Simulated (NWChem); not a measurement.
sulfur dioxide (SO$_{2}$); SMILES O=S=O

Results from NWChem. Pople sets run with spherical d functions. STO-3G and 3-21G are far too small for this property and stand as cheap habits. All runs use the structure optimised with PBE0/def2-SVP. Vertical excitations in the gas phase; the lowest state need not have the same character in each row.

```json
[
 {"level": "PBE0/3-21G, TDA", "basis functions": "31", "lowest excitation, singlet (eV)": "3.27", "oscillator strength of that lowest state": "0.007", "lowest state with f > 0.02, singlet (eV)": "6.59", "oscillator strength of that bright state": "0.061", "orbital gap (eV)": "5.28"},
 {"level": "PBE0/6-31G*, TDA", "basis functions": "46", "lowest excitation, singlet (eV)": "4.05", "oscillator strength of that lowest state": "0.009", "lowest state with f > 0.02, singlet (eV)": "6.75", "oscillator strength of that bright state": "0.067", "orbital gap (eV)": "5.93"},
 {"level": "PBE0/6-31+G*, TDA", "basis functions": "58", "lowest excitation, singlet (eV)": "4.03", "oscillator strength of that lowest state": "0.008", "lowest state with f > 0.02, singlet (eV)": "6.59", "oscillator strength of that bright state": "0.078", "orbital gap (eV)": "5.86"},
 {"level": "PBE0/def2-SVP, TDA", "basis functions": "46", "lowest excitation, singlet (eV)": "4.00", "oscillator strength of that lowest state": "0.009", "lowest state with f > 0.02, singlet (eV)": "6.77", "oscillator strength of that bright state": "0.073", "orbital gap (eV)": "5.88"},
 {"level": "PBE0/def2-SVPD, TDA", "basis functions": "73", "lowest excitation, singlet (eV)": "4.04", "oscillator strength of that lowest state": "0.007", "lowest state with f > 0.02, singlet (eV)": "6.60", "oscillator strength of that bright state": "0.071", "orbital gap (eV)": "5.87"},
 {"level": "PBE0/def2-TZVP, TDA", "basis functions": "99", "lowest excitation, singlet (eV)": "4.16", "oscillator strength of that lowest state": "0.008", "lowest state with f > 0.02, singlet (eV)": "6.62", "oscillator strength of that bright state": "0.070", "orbital gap (eV)": "5.99"},
 {"level": "PBE0/aug-cc-pVDZ, TDA", "basis functions": "73", "lowest excitation, singlet (eV)": "3.96", "oscillator strength of that lowest state": "0.007", "lowest state with f > 0.02, singlet (eV)": "6.56", "oscillator strength of that bright state": "0.071", "orbital gap (eV)": "?"},
 {"level": "PBE0/def2-TZVPD, TDA", "basis functions": "126", "lowest excitation, singlet (eV)": "4.17", "oscillator strength of that lowest state": "0.008", "lowest state with f > 0.02, singlet (eV)": "6.54", "oscillator strength of that bright state": "0.064", "orbital gap (eV)": "5.98"}
]
```

Problem. What belongs in the gaps?

Solution. 
- PBE0/aug-cc-pVDZ, TDA, orbital gap (eV): 5.80
